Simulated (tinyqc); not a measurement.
The integration grid: Kohn-Sham R2SCAN on finer and finer grids in the sto-3g basis, for HF, spin multiplicity 1. Computed by the program tinyqc with PySCF. 

Geometry (angstrom):
```
atom       x       y       z
F     0.0000  0.0000  0.0000
H     0.0000  0.0000  0.8840
```

Self-consistent on each grid; the net force on the molecule should vanish.

Kohn-Sham energy on Becke grids (radial x angular points per atom):
```
grid       points  residual of the electron count  E (hartree)  E - finest (mhartree)  largest net force without grid terms (hartree/bohr)
10 x 14       278                       -4.20e-02    -98.70009              191.01164                                             1.42e-01
15 x 26       777                        2.85e-02    -98.93538              -44.27796                                             5.21e-02
20 x 50      1995                       -9.84e-05    -98.87849               12.60943                                             4.32e-02
30 x 86      5153                        1.22e-04    -98.89202               -0.91161                                             2.69e-02
50 x 194    19387                       -1.47e-06    -98.89068                0.42087                                             1.51e-02
75 x 302    45279                        2.58e-07    -98.89117               -0.06322                                             5.67e-03
120 x 590  141401                       -3.95e-09    -98.89110                0.00000                                             7.52e-04
```

The energy is within 0.1 mhartree of the finest grid first at 75 x 302. The error has both signs, since quadrature is not variational. The electron count and the net force are cheap signs of a poor grid.
